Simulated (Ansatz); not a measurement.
# CHO₂+ (SMILES O=C=[OH+]): one structure at several levels

The task here is to estimate one member of a computed series from the others.

Program: Ansatz 0.2.0, Gaussian basis. Level of theory: single points in def2-TZVPP. These are calculated values, not measurements.

Cores are frozen in the correlated methods. B3LYP uses VWN-RPA correlation.

**Starting geometry**

SMILES `O=C=[OH+]`, 4 atoms, charge 1, spin multiplicity 1.

Atoms are counted from 1 here; the program's logs count them from 0.

Bond lengths: O1–C2 1.278 Å, C2–O3 1.131 Å, O3–H4 0.904 Å. Angles: O1–C2–O3 169.8°, C2–O3–H4 135.3°.

As a file:

```xyz
4
CHO2
O     0.3361   -0.0638    1.6911
C     0.0809   -0.0566    0.4386
O    -0.1197    0.1482   -0.6559
H    -0.4035   -0.3434   -1.3600
```

The first run:

run/in.yaml reads:

```yaml
crystal:
  periodic: [false, false, false]
  atoms:
    - {symbol: O, position_ang: [0.336100, -0.063800, 1.691100]}
    - {symbol: C, position_ang: [0.080900, -0.056600, 0.438600]}
    - {symbol: O, position_ang: [-0.119700, 0.148200, -0.655900]}
    - {symbol: H, position_ang: [-0.403500, -0.343400, -1.360000]}
basis:
  gaussian: {orbitals: def2-TZVPP}
total_charge: 1
correlation: {method: ccsd_t}
output: {forces: true}
```

No record of the launch command was kept for these runs.

Among the steps run: CCSD(T)/def2-TZVPP; PBE0-D4/def2-TZVPP; wB97M-V/def2-TZVPP; r2SCAN-D4/def2-TZVPP; PBE-D4/def2-TZVPP; B3LYP-D4/def2-TZVPP; B97M-V/def2-TZVPP.

One of the session's tables, all rows but one given; the rest of the session is left out.

```
   method  RMS force component (eV/Å)  angle to CCSD(T) forces (°)
  CCSD(T)                       6.384                    reference
  PBE0-D4                       6.542                          4.4
  wB97M-V                       6.572                          3.6
r2SCAN-D4                           ?                            ?
   PBE-D4                       6.272                          1.9
 B3LYP-D4                       6.420                          3.4
   B97M-V                       6.399                          4.1
```

Q: Estimate the row for r2SCAN-D4 from the others.

The run gave: RMS force component (eV/Å): 6.348; angle to CCSD(T) forces (°): 2.8. In the column «RMS force component (eV/Å)» it lies between PBE-D4 (6.272) and CCSD(T) (6.384).
